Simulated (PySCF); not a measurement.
# C5H13N: calculation and literature

Bonds (- single, = double, # triple, : aromatic): C1-C2, C2-C3, C2-N4, N4-C5, N4-C6. C1 carries H7, H8, H9; C2 carries H10; C3 carries H11, H12, H13; C5 carries H14, H15, H16; C6 carries H17, H18, H19.

What is known from experiment: δ $^{13}$C C2 55.5; C1/C3 18.7 ppm (measured; solution, not stated per compound (mostly CDCl3 or CCl4); Pretsch, Buehlmann, Badertscher, Structure Determination of Organic Compounds, 4th ed. (2009)).

[PySCF 2.14.0 with density-fitted response routines: structure optimised with GFN2-xTB; GIAO PBE0/pcSseg-1 shieldings; isolated molecule; fast rotation and ring inversion assumed for equivalent nuclei; one computed conformer; no relativistic terms]

Problem. What does the calculation give, and how does it compare?

Solution. 
Reference values: measured (solution, not stated per compound (mostly CDCl3 or CCl4); Pretsch, Buehlmann, Badertscher, Structure Determination of Organic Compounds, 4th ed. (2009)).
| atoms | quantity | reference | computed | computed, scaled |
| --- | --- | --- | --- | --- |
| C2 | δ $^{13}$C | 55.5 | 57.6 | 54.0 |
| C1/C3 | δ $^{13}$C | 18.7 | 18.4 | 15.7 |

Computed shifts are σ(ref) − σ with the named reference compound (TMS for H and C) calculated as an isolated molecule at the same level. The measured values may be among those fitted. Shieldings were converted by linear fits to measured shifts (mostly CDCl3, TMS scale, for H and C): $^{13}$C (scatter 2.1 ppm rms, 2.3 ppm with the 13 outliers that the fit left out). A few per cent of atoms miss by over 2 rms, more outside the fitted compound classes.

Problem. How far are the unscaled $^{13}$C shifts from the references?

Solution. Mean signed difference +0.90 ppm, mean absolute 1.20 ppm over 2 comparisons; the largest is +2.1 ppm at C2 (sp3 CH bonded to N).

The carbons averaged at δ 18.4 differ by 13 ppm in this conformer.
